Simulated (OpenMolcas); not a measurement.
# PH (SMILES [PH]) at 4 levels

We compute a comparison of 4 runs (ROHF/6-31G*, U-r2SCAN/6-31G*, UB3LYP/6-31G*, UPBE0/6-31G*) of PH. 

The results are computed with OpenMolcas 26.06.

### Step 1. The molecule

PH: 2 atoms, total charge 0, spin state triplet. As SMILES, `[PH]`. The P1–H2 distance was set to 1.749 Å, away from the relaxed value.

Bond lengths: P1–H2 1.749 Å.

### Step 2. A single-point energy at ROHF/6-31G(d) (spherical functions) (run 1)

Input file input.xyz:

```xyz
2

P      0.000000     0.000000    -0.349730
H      0.000000     0.000000     1.399070
```

Input file step1.input:

```
* HP Hartree-Fock
&gateway
baslib=$CurrDir
coord=input.xyz
basis=6-31Gs
group=NoSym
&seward
&scf
uhf
spin=3
prorbitals=1 1
&rasscf
fileorb=$Project.UnaOrb
spin=3
nactel=2 0 0
inactive=7
ras2=2
outorbitals=Canonical
orblisting=Nothing
```

The basis set 6-31G* is read from a file made from the Basis Set Exchange's data (not shown).

The run is started by

```
$ export MOLCAS_MEM=1860
$ pymolcas step1.input > step1.log
```

Log:

```text
--- Start Module: gateway ---
[...]
--- Stop Module: gateway /rc=_RC_ALL_IS_WELL_ ---
[...]
      Basis functions           20
[...]
--- Start Module: scf ---
[...]
       Convergence after  15 Iterations
[...]
::    Total SCF energy                               -341.2347898834
[...]
      Total spin, S                                     1.0133932732
[...]
--- Stop Module: scf /rc=_RC_ALL_IS_WELL_ ---
--- Start Module: rasscf ---
[...]
      Number of active orbitals                  2
[...]
      Spin quantum number                      1.0
[...]
      Active orbitals                            2
[...]
      Number of CSFs                             1
[...]
      Number of root(s) required                 1
[...]
      Convergence after  7 iterations
[...]
      printout of CI-coefficients larger than  0.05 for root  1
      energy=    -341.228786
      conf/sym  11     Coeff  Weight
             1  uu   1.00000 1.00000
      Natural orbitals and occupation numbers for root  1
      sym 1:   1.000000   1.000000
      ************************************************************************************************************************
      *                                                    Final results                                                     *
[...]
::    RASSCF root number  1 Total energy:   -341.22878597
[...]
      Total electronic charge=   16.000000
      Total            charge=   -0.000000
[...]
      Dipole Moment (debye):
      Origin of the operator (angstrom)=    0.0000    0.0000   -0.2946
                   X=  1.9305E-13               Y=  2.3757E-13               Z= -2.1912E-02           Total=  2.1912E-02
      Quadrupole Moment (debye*angstrom):
[...]
--- Stop Module: rasscf /rc=_RC_ALL_IS_WELL_ ---
[...]
```

It took 2.4 s on 1 thread of Arm Neoverse V1, shared host; peak memory 0.37 GiB.

### Step 3. A single-point energy at U-r2SCAN/6-31G(d) (spherical functions) (run 2)

input.xyz is that of step 2.

Input file mol.inp:

```
&GATEWAY
BasLib=$CurrDir
Coord=input.xyz
Basis=6-31Gs
Group=NoSym
&SEWARD
GridInput
Grid=UltraFine
End of Grid
&SCF
UHF
Spin=3
KSDFT=2
1.0 MGGA_X_R2SCAN
1.0 MGGA_C_R2SCAN
Thresholds=1e-10 1e-07 1e-07 1e-05
PrOrbitals=1 1
```

The basis set 6-31G* is read from a file made from the Basis Set Exchange's data (not shown).

The run is started by

```
$ export MOLCAS_MEM=1860
$ pymolcas mol.inp > mol.log
```

Log:

```text
--- Start Module: gateway ---
[...]
--- Stop Module: gateway /rc=_RC_ALL_IS_WELL_ ---
--- Start Module: seward ---
[...]
      Basis functions           20
--- Stop Module: seward /rc=_RC_ALL_IS_WELL_ ---
--- Start Module: scf ---
[...]
       Convergence after  17 Iterations
[...]
::    Total KS-DFT energy                            -341.8059201496
[...]
      Total spin, S                                     1.0044047265
[...]
      Total electronic charge=   16.000000
      Total            charge=   -0.000000
[...]
      Dipole Moment (debye):
      Origin of the operator (angstrom)=    0.0000    0.0000   -0.2946
                   X=  7.7951E-16               Y=  9.5801E-16               Z=  1.8489E-01           Total=  1.8489E-01
      Quadrupole Moment (debye*angstrom):
[...]
--- Stop Module: scf /rc=_RC_ALL_IS_WELL_ ---
[...]
```

It took 6.3 s on 1 thread of Arm Neoverse V1, shared host; peak memory 0.37 GiB.

Run 3 isn't shown in full; the table further down has it.

### Step 4. The energy at UPBE0/6-31G(d) (spherical functions) (run 4)

input.xyz is that of step 3.

Input file mol.input:

```
&GATEWAY
 BASLIB
 $CurrDir
 COORD
 input.xyz
 BASIS
 6-31Gs
 GROUP
 NoSym

&SEWARD
 GRIDINPUT
 Grid=UltraFine
 End of Grid

&SCF
 UHF
 SPIN
 3
 KSDFT
 PBE0
 THRESHOLDS
 1e-10 1e-07 1e-07 1e-05
 PRORBITALS
 1 1
```

The basis set 6-31G* is read from a file made from the Basis Set Exchange's data (not shown).

The run is started by

```
$ export MOLCAS_MEM=1860
$ pymolcas mol.input > mol.log
```

Log:

```text
--- Start Module: gateway ---
[...]
--- Stop Module: gateway /rc=_RC_ALL_IS_WELL_ ---
--- Start Module: seward ---
[...]
      Basis functions           20
--- Stop Module: seward /rc=_RC_ALL_IS_WELL_ ---
--- Start Module: scf ---
[...]
       Convergence after  16 Iterations
[...]
::    Total KS-DFT energy                            -341.7014117411
[...]
      Total spin, S                                     1.0033279098
[...]
      Total electronic charge=   16.000000
      Total            charge=   -0.000000
[...]
      Dipole Moment (debye):
      Origin of the operator (angstrom)=    0.0000    0.0000   -0.2946
                   X=  7.0733E-16               Y=  3.5492E-17               Z=  1.5566E-01           Total=  1.5566E-01
      Quadrupole Moment (debye*angstrom):
[...]
--- Stop Module: scf /rc=_RC_ALL_IS_WELL_ ---
[...]
```

Wall time 4.8 s (1 thread of Arm Neoverse V1, shared host); peak memory 0.37 GiB.

### Step 5. All runs side by side

| run | level | integration grid | SCF convergence threshold | energy (Eh) | dipole moment (D) | wall time |
| --- | --- | --- | --- | --- | --- | --- |
| 1 | ROHF/6-31G* (spherical functions) | – | – | -341.228786 | 0.02 | 2.4 s |
| 2 | U-r2SCAN/6-31G* (spherical functions) | UltraFine | 1e-10 | -341.805920 | 0.18 | 6.3 s |
| 3 | UB3LYP/6-31G* (spherical functions) | UltraFine | 1e-10 | -341.852593 | 0.08 | 5.4 s |
| 4 | UPBE0/6-31G* (spherical functions) | UltraFine | 1e-10 | -341.701412 | 0.16 | 4.8 s |

### Step 6. What came out

| quantity | value |
| --- | --- |
| run 4: total energy | -341.70141 Eh |
| run 4: dipole moment | 0.16 D |
| run 4: HOMO energy (highest over α and β) | -7.46 eV |
| run 4: LUMO energy (lowest over α and β) | -2.86 eV |
| run 4: ⟨S²⟩ | 2.010 |

The dipole moment (its size) runs from 0.02 D (ROHF/6-31G*) to 0.18 D (U-r2SCAN/6-31G*). The two dipoles point in opposite directions. Totals of different functionals can't be ranked against each other. All runs together took 19 s, the longest 6.3 s.
